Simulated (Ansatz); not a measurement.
The input, for Ansatz 0.2.0:

```yaml
crystal:
  periodic: [false, false, false]
  atoms:
    - {symbol: C, position_ang: [0.042573, 0.075953, -0.000242]}
    - {symbol: H, position_ang: [1.135725, 0.089850, -0.000475]}
    - {symbol: H, position_ang: [-0.516039, 1.015697, -0.003044]}
    - {symbol: H, position_ang: [-1.126995, -2.010607, 0.006401]}
basis:
  gaussian: {orbitals: cc-pVDZ}
total_charge: 1
correlation: {method: fci, electrons: outside_noble_gas}
```

```sh
$ ansatz run in.yaml --threads 1 --pin off --events-out ev --progress --plain --max-ram 2393MiB
```

The program prints:

```
504 factors; integrals over basis functions are off by at most 2.4e-7 eV
mean field evaluation 1: about -1059.8479 eV, gradient 1.9e1 eV
mean field evaluation 2: about -1059.8474 eV, gradient 1.9e1 eV
mean field evaluation 4: about -1061.7622 eV, gradient 1.8e0 eV
mean field evaluation 8: about -1061.7855 eV, gradient 1.6e-5 eV
mean field -1061.78553211 eV, -39.0198986011 hartree, gradient 2.7e-6 eV, S^2 0.000000; 0 other end points of the search recorded, 0 dependent functions left out; unrestricted orbitals would lower it
mean field evaluation 16: about -1063.1641 eV, gradient 2.4e0 eV
unrestricted determinant -1063.28258400 eV, -39.0749142431 hartree, S^2 0.8549
1 core orbitals not correlated: weight in the atoms' cores, before any rotation towards them, 1.000 or more for the frozen orbitals, at most 0.000 for the correlated occupied ones
reference -1061.78553211 eV, -39.0198986011 hartree; 3, 3 occupied and 25, 25 virtual orbitals, 504 factors
state -1066.59171604 eV, -39.1965226027 hartree
Total energy: -1066.59171604 eV, -39.1965226027 hartree
```

Natural occupations: 1.9608 1.9590 1.6926 0.2940 0.0225 0.0206 0.0174 0.0062 0.0061 0.0057 0.0035 0.0035 0.0025 0.0014 0.0009 0.0007 0.0005 0.0005 0.0005 0.0004 0.0002 0.0002 0.0001 0.0001.

Ran on 1 thread of Intel Xeon Platinum 8488C, shared host: 7.5 s wall, 0.33 GiB peak host memory.
